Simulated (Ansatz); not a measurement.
Relaxing CsNi

The calculation used Ansatz 0.2.0, DFT PBE, scalar-relativistic, plane waves, PAW. Cutoff 420 eV, Γ-centred k mesh, Gaussian smearing, no spin polarisation in the final step.

The start puts CsNi on the hexagonal BN structure type (P6_3/mmc, No. 194), with Cs in place of B, Ni in place of N, at a guessed volume.

```yaml
crystal:
  lattice:
    - [4.00115, 0.00000, 0.00000]
    - [-2.00058, 3.46510, 0.00000]
    - [0.00000, 0.00000, 10.64399]
  atoms:
    - { symbol: Cs, position: [0.33333, 0.66667, 0.25000] }
    - { symbol: Cs, position: [0.66667, 0.33333, 0.75000] }
    - { symbol: Ni, position: [0.33333, 0.66667, 0.75000] }
    - { symbol: Ni, position: [0.66667, 0.33333, 0.25000] }
```

Steps on the 6×6×2 mesh (4 atoms). 12 of 22 steps are shown, and the free energy counts from the last. Trial steps that were taken back and renewals of the plane-wave basis can be among the rows.

```
step  ΔF (meV/atom) V (Å³/atom) P (GPa)
   1          800.9        36.89    12.39
   3          310.9        43.83     2.76
   5          229.7        45.22    -0.23
   7          204.0        41.22    -0.52
   9          188.9        37.04    -0.06
  11          153.5        38.32     0.51
  12          142.7        40.21     0.53
  14          104.2        45.87     0.53
  16           98.2        47.71     0.10
  18           47.4        50.87     0.95
  20            8.2        59.88     0.15
  22            0.0        61.36     0.22
```

Steps on the 12×12×6 mesh (4 atoms). 4 of 4 steps are shown, and the free energy counts from the last.

```tsv
step	ΔF (meV/atom)	V (Å³/atom)	P (GPa)
1	4.1	61.36	0.17
2	3.0	61.84	0.13
3	0.1	64.26	0.00
4	0.0	64.26	-0.01
```

A final relaxation ran on a 12×12×6 mesh. The relaxed crystal, P6_3/mmc (No. 194):

Space group P6_3/mmc (No. 194). a = 6.334 Å, b = 6.334 Å, c = 7.398 Å, α = 90.00°, β = 90.00°, γ = 120.00°
| atom | site | symmetry | x | y | z |
| --- | --- | --- | --- | --- | --- |
| Cs | 2c | -6m2 | 0.3333 | 0.6667 | 0.2500 |
| Ni | 2d | -6m2 | 0.3333 | 0.6667 | 0.7500 |

```
Volume per atom          : 64.26 Å³
Density                  : 2.48 g/cm³
Energy over the elements : 1.41 eV/atom
Gap on the 12×12×6 mesh  : 0 eV (a metal)
```

Formation energies are uncorrected and refer to the elements' standard structures at the same level.

The final run used a 12×12×6 mesh on its 4-atom cell and 0.10 eV smearing. The k mesh leaves about 4 meV/atom of noise in metals.

A structure relaxed within its symmetry needn't be a true minimum.

Cost: 3 runs of about 5.9 core-minutes in all, on Arm Neoverse V2 (shared hosts).